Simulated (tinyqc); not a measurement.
Inside a calculation. Method: coupled-perturbed Hartree-Fock on RHF in the sto-6g basis, for HF, spin multiplicity 1. One step of it, computed by the program tinyqc.

Problem. Response to a field: uncoupled start. Field along z; U_ai = -mu_ai / (e_a - e_i), alpha = -4 sum U_ai mu_ai.

orbital energies (hartree): [-26.239468, -1.477667, -0.586132, -0.472802, -0.472802, 0.591884]

dipole integrals <a|z|i> (bohr), order a6:
```
[[-0.041537, 0.086883, 0.931974, 0.000000, 0.000000]]
```

Give: uncoupled U; uncoupled polarisability.

Solution.

uncoupled U, order a6:
```
[[0.002, -0.042, -0.791, 0.000, 0.000]]
```

uncoupled polarisability = 2.964 bohr^3
